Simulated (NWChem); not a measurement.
The numbers come from NWChem runs, not from measurements. System: S (-1), charge -1, spin multiplicity 2. Its SCF solution wasn't tested for a lower state. Level: UHF/def2-TZVPD.

Input file:

```
start mol
memory heap 200 mb stack 900 mb global 1100 mb
charge -1
geometry units angstroms nocenter noautoz
  S      0.000000     0.000000     0.000000
  symmetry group D2h
end
basis spherical
  * library def2-tzvpd
end
scf
  uhf
  nopen 1
  maxiter 100
  thresh 1e-7
  semidirect memsize 60000000 filesize 0
  # guess.movecs holds the orbitals of an unrestricted PBE0 run
  vectors input guess.movecs output mol.movecs
end
task scf energy
```

NWChem printed:

```
             Northwest Computational Chemistry Package (NWChem) 7.3.0
             --------------------------------------------------------

                                NWChem Input Module
                                -------------------

 Scaling coordinates for geometry "geometry" by  1.889725989
 (inverse scale =  0.529177249)

                             Geometry "geometry" -> ""
                             -------------------------

 Output coordinates in angstroms (scale by  1.889725989 to convert to a.u.)

  No.       Tag          Charge          X              Y              Z
 ---- ---------------- ---------- -------------- -------------- --------------
    1 S                   16.0000     0.00000000     0.00000000     0.00000000

 Effective nuclear repulsion energy (a.u.)       0.0000000000

            Nuclear Dipole moment (a.u.)
            ----------------------------
        X                 Y               Z
 ---------------- ---------------- ----------------
     0.0000000000     0.0000000000     0.0000000000

      Symmetry information
      --------------------

 Group name             D2h
 Group number             26
 Group order               8
 No. of unique centers     1

      Symmetry unique atoms

     1


 Summary of "ao basis" -> "" (spherical)
 ------------------------------------------------------------------------------
       Tag                 Description            Shells   Functions and Types
 ---------------- ------------------------------  ------  ---------------------
 *                         def2-tzvpd                 on all atoms

 Summary of "ao basis" -> "ao basis" (spherical)
 ------------------------------------------------------------------------------
       Tag                 Description            Shells   Functions and Types
 ---------------- ------------------------------  ------  ---------------------
 S                         def2-tzvpd               16       46   6s6p3d1f

                                 NWChem SCF Module
                                 -----------------

  ao basis        = "ao basis"
  functions       =    46
  atoms           =     1
  alpha electrons =     9
  beta  electrons =     8
  charge          =  -1.00
  wavefunction    = UHF
  use symmetry    = T
  symmetry adapt  = T

 Summary of "ao basis" -> "ao basis" (spherical)
 ------------------------------------------------------------------------------
       Tag                 Description            Shells   Functions and Types
 ---------------- ------------------------------  ------  ---------------------
 S                         def2-tzvpd               16       46   6s6p3d1f

      Symmetry analysis of basis
      --------------------------

        ag         12
        au          1
        b1g         3
        b1u         8
        b2g         3
        b2u         8
        b3g         3
        b3u         8

 Forming initial guess at       0.0s

   Symmetry analysis of molecular orbitals - initial alpha
   -------------------------------------------------------

  Numbering of irreducible representations:

     1 ag          2 au          3 b1g         4 b1u         5 b2g
     6 b2u         7 b3g         8 b3u

  Orbital symmetries:

     1 ag          2 ag          3 b2u         4 b3u         5 b1u
     6 ag          7 b2u         8 b3u         9 b1u        10 b2u
    11 b1u        12 b3u        13 ag         14 ag         15 b1g
    16 b3g        17 b2g        18 ag         19 b2u

   Symmetry analysis of molecular orbitals - initial beta
   ------------------------------------------------------

  Numbering of irreducible representations:

     1 ag          2 au          3 b1g         4 b1u         5 b2g
     6 b2u         7 b3g         8 b3u

  Orbital symmetries:

     1 ag          2 ag          3 b2u         4 b3u         5 b1u
     6 ag          7 b3u         8 b1u         9 b2u        10 b1u
    11 b3u        12 b2u        13 ag         14 b2g        15 ag
    16 b1g        17 b3g        18 ag         19 b1u

 Starting SCF solution at       0.1s

 ----------------------------------------------
         Quadratically convergent UHF

 Convergence threshold     :          1.000E-07
 Maximum no. of iterations :          100
 Integral*density screening:          1.000E-09
 ----------------------------------------------

              iter       energy          gnorm     gmax       time
             ----- ------------------- --------- --------- --------
                 1     -397.5291291756  5.29D-01  2.43D-01      0.2
                 2     -397.5345471250  3.89D-02  1.57D-02      0.2
                 3     -397.5348077148  8.22D-04  3.99D-04      0.3
                 4     -397.5348080758  5.45D-07  2.03D-07      0.3
                 5     -397.5348080758  7.07D-09  2.41D-09      0.3

       Final UHF  results
       ------------------

         Total SCF energy =   -397.534808075850
      One electron energy =   -554.511563952754
      Two electron energy =    156.976755876904
 Nuclear repulsion energy =      0.000000000000

                       Sz =      0.5000
                 Sz(Sz+1) =      0.7500
                      S^2 =      0.7629

        Time for solution =      0.3s

       Symmetry analysis of molecular orbitals - alpha
       -----------------------------------------------

  Numbering of irreducible representations:

     1 ag          2 au          3 b1g         4 b1u         5 b2g
     6 b2u         7 b3g         8 b3u

  Orbital symmetries:

     1 ag          2 ag          3 b2u         4 b3u         5 b1u
     6 ag          7 b2u         8 b3u         9 b1u        10 b2u
    11 b3u        12 b1u        13 ag         14 ag         15 b1g
    16 b3g        17 b2g        18 ag         19 b2u

       Symmetry analysis of molecular orbitals - beta
       ----------------------------------------------

  Numbering of irreducible representations:

     1 ag          2 au          3 b1g         4 b1u         5 b2g
     6 b2u         7 b3g         8 b3u

  Orbital symmetries:

     1 ag          2 ag          3 b3u         4 b1u         5 b2u
     6 ag          7 b1u         8 b3u         9 b2u        10 b3u
    11 b1u        12 ag         13 b2u        14 ag         15 b2g
    16 b3g        17 b1g        18 ag         19 b1u

          Final alpha eigenvalues
          -----------------------

              1
    1  -91.6790
    2   -8.6805
    3   -6.3758
    4   -6.3582
    5   -6.3582
    6   -0.6348
    7   -0.1739
    8   -0.1063
    9   -0.1063
   10    0.2295
   11    0.2391
   12    0.2391
   13    0.3043
   14    0.4255
   15    0.4292
   16    0.4292
   17    0.4423
   18    0.4423
   19    0.7209

          Final beta eigenvalues
          ----------------------

              1
    1  -91.6699
    2   -8.6718
    3   -6.3526
    4   -6.3526
    5   -6.3383
    6   -0.5299
    7   -0.0849
    8   -0.0849
    9    0.2054
   10    0.2408
   11    0.2408
   12    0.3110
   13    0.3130
   14    0.4413
   15    0.4413
   16    0.4448
   17    0.4448
   18    0.4465
   19    0.7625

                    UHF Final Alpha Molecular Orbital Analysis
                    ------------------------------------------

 Vector    7  Occ=1.000000D+00  E=-1.738763D-01  Symmetry=b2u
              MO Center= -6.0D-24, -3.1D-18, -1.7D-24, r^2= 1.6D+00
   Bfn.  Coefficient  Atom+Function         Bfn.  Coefficient  Atom+Function
  ----- ------------  ---------------      ----- ------------  ---------------
    17      0.524673  1 S  py                20      0.384062  1 S  py
    14      0.230643  1 S  py                 8     -0.183890  1 S  py

 Vector    8  Occ=1.000000D+00  E=-1.063243D-01  Symmetry=b3u
              MO Center=  4.0D-22,  2.8D-35, -4.7D-33, r^2= 1.9D+00
   Bfn.  Coefficient  Atom+Function         Bfn.  Coefficient  Atom+Function
  ----- ------------  ---------------      ----- ------------  ---------------
    16      0.483420  1 S  px                19      0.404045  1 S  px
    13      0.224160  1 S  px                 7     -0.176659  1 S  px

 Vector    9  Occ=1.000000D+00  E=-1.063243D-01  Symmetry=b1u
              MO Center=  8.8D-34,  3.9D-38, -2.4D-21, r^2= 1.9D+00
   Bfn.  Coefficient  Atom+Function         Bfn.  Coefficient  Atom+Function
  ----- ------------  ---------------      ----- ------------  ---------------
    18      0.483420  1 S  pz                21      0.404045  1 S  pz
    15      0.224160  1 S  pz                 9     -0.176659  1 S  pz

 Vector   10  Occ=0.000000D+00  E= 2.295217D-01  Symmetry=b2u
              MO Center= -3.2D-35,  7.5D-23, -1.4D-38, r^2= 1.4D+01
   Bfn.  Coefficient  Atom+Function         Bfn.  Coefficient  Atom+Function
  ----- ------------  ---------------      ----- ------------  ---------------
    23      1.251593  1 S  py                20     -0.605832  1 S  py

 Vector   11  Occ=0.000000D+00  E= 2.391024D-01  Symmetry=b3u
              MO Center=  2.1D-17,  2.2D-30, -7.2D-17, r^2= 1.4D+01
   Bfn.  Coefficient  Atom+Function         Bfn.  Coefficient  Atom+Function
  ----- ------------  ---------------      ----- ------------  ---------------
    22      1.256899  1 S  px                19     -0.659786  1 S  px

 Vector   12  Occ=0.000000D+00  E= 2.391024D-01  Symmetry=b1u
              MO Center= -7.0D-19, -2.3D-33, -2.7D-17, r^2= 1.4D+01
   Bfn.  Coefficient  Atom+Function         Bfn.  Coefficient  Atom+Function
  ----- ------------  ---------------      ----- ------------  ---------------
    24      1.256899  1 S  pz                21     -0.659786  1 S  pz

                     UHF Final Beta Molecular Orbital Analysis
                     -----------------------------------------

 Vector    6  Occ=1.000000D+00  E=-5.299201D-01  Symmetry=ag
              MO Center=  1.1D-34,  9.2D-35,  7.3D-33, r^2= 1.1D+00
   Bfn.  Coefficient  Atom+Function         Bfn.  Coefficient  Atom+Function
  ----- ------------  ---------------      ----- ------------  ---------------
     4      0.656299  1 S  s                  5      0.481285  1 S  s
     3     -0.466130  1 S  s

 Vector    7  Occ=1.000000D+00  E=-8.493717D-02  Symmetry=b1u
              MO Center= -9.4D-21,  5.4D-20, -1.2D-17, r^2= 2.1D+00
   Bfn.  Coefficient  Atom+Function         Bfn.  Coefficient  Atom+Function
  ----- ------------  ---------------      ----- ------------  ---------------
    18      0.464666  1 S  pz                21      0.408813  1 S  pz
    15      0.219675  1 S  pz                 9     -0.172905  1 S  pz

 Vector    8  Occ=1.000000D+00  E=-8.493717D-02  Symmetry=b3u
              MO Center=  8.7D-22, -8.7D-36, -4.2D-34, r^2= 2.1D+00
   Bfn.  Coefficient  Atom+Function         Bfn.  Coefficient  Atom+Function
  ----- ------------  ---------------      ----- ------------  ---------------
    16      0.464666  1 S  px                19      0.408813  1 S  px
    13      0.219675  1 S  px                 7     -0.172905  1 S  px

 Vector    9  Occ=0.000000D+00  E= 2.054483D-01  Symmetry=b2u
              MO Center=  1.5D-36, -3.7D-21,  1.4D-36, r^2= 1.2D+01
   Bfn.  Coefficient  Atom+Function         Bfn.  Coefficient  Atom+Function
  ----- ------------  ---------------      ----- ------------  ---------------
    23      1.041847  1 S  py                17      0.246258  1 S  py
    20     -0.192105  1 S  py

 Vector   10  Occ=0.000000D+00  E= 2.407556D-01  Symmetry=b3u
              MO Center= -4.9D-23, -7.6D-38,  1.4D-35, r^2= 1.4D+01
   Bfn.  Coefficient  Atom+Function         Bfn.  Coefficient  Atom+Function
  ----- ------------  ---------------      ----- ------------  ---------------
    22      1.256227  1 S  px                19     -0.682798  1 S  px

 Vector   11  Occ=0.000000D+00  E= 2.407556D-01  Symmetry=b1u
              MO Center= -1.3D-34,  2.9D-35, -1.6D-21, r^2= 1.4D+01
   Bfn.  Coefficient  Atom+Function         Bfn.  Coefficient  Atom+Function
  ----- ------------  ---------------      ----- ------------  ---------------
    24      1.256227  1 S  pz                21     -0.682798  1 S  pz

 center of mass
 --------------
 x =   0.00000000 y =   0.00000000 z =   0.00000000

 moments of inertia (a.u.)
 ------------------
           0.000000000000           0.000000000000           0.000000000000
           0.000000000000           0.000000000000           0.000000000000
           0.000000000000           0.000000000000           0.000000000000

  Mulliken analysis of the total density
  --------------------------------------

    Atom       Charge   Shell Charges
 -----------   ------   -------------------------------------------------------
    1 S   16    17.00   2.01  0.49  1.48  1.06  0.89  0.07  4.18  1.70  0.86  2.22  1.76  0.29  0.00  0.00  0.00  0.00

  Mulliken analysis of the alpha density
  --------------------------------------

    Atom       Charge   Shell Charges
 -----------   ------   -------------------------------------------------------
    1 S   16     9.00   1.00  0.24  0.74  0.53  0.45  0.03  2.10  0.84  0.51  1.38  1.04  0.14  0.00  0.00  0.00  0.00

   Mulliken analysis of the beta density
   -------------------------------------

    Atom       Charge   Shell Charges
 -----------   ------   -------------------------------------------------------
    1 S   16     8.00   1.00  0.24  0.74  0.53  0.44  0.04  2.07  0.86  0.35  0.84  0.73  0.15  0.00  0.00  0.00  0.00

   Mulliken analysis of the spin density
   -------------------------------------

    Atom       Charge   Shell Charges
 -----------   ------   -------------------------------------------------------
    1 S   16     1.00   0.00  0.00 -0.00  0.01  0.01 -0.01  0.03 -0.02  0.16  0.54  0.31 -0.01 -0.00 -0.00 -0.00  0.00

       Multipole analysis of the density wrt the origin
       ------------------------------------------------

     L   x y z        total         alpha         beta         nuclear
     -   - - -        -----         -----         ----         -------
     0   0 0 0     -1.000000     -9.000000     -8.000000     16.000000

     1   1 0 0      0.000000      0.000000     -0.000000      0.000000
     1   0 1 0      0.000000      0.000000     -0.000000      0.000000
     1   0 0 1      0.000000     -0.000000      0.000000      0.000000

     2   2 0 0    -15.582192     -8.042944     -7.539249      0.000000
     2   1 1 0     -0.000000     -0.000000      0.000000      0.000000
     2   1 0 1      0.000000     -0.000000      0.000000      0.000000
     2   0 2 0    -12.331255     -7.964335     -4.366920      0.000000
     2   0 1 1     -0.000000     -0.000000      0.000000      0.000000
     2   0 0 2    -15.582192     -8.042944     -7.539249      0.000000

 Task  times  cpu:        0.3s     wall:        0.3s

 Total times  cpu:        0.4s     wall:        0.4s
```
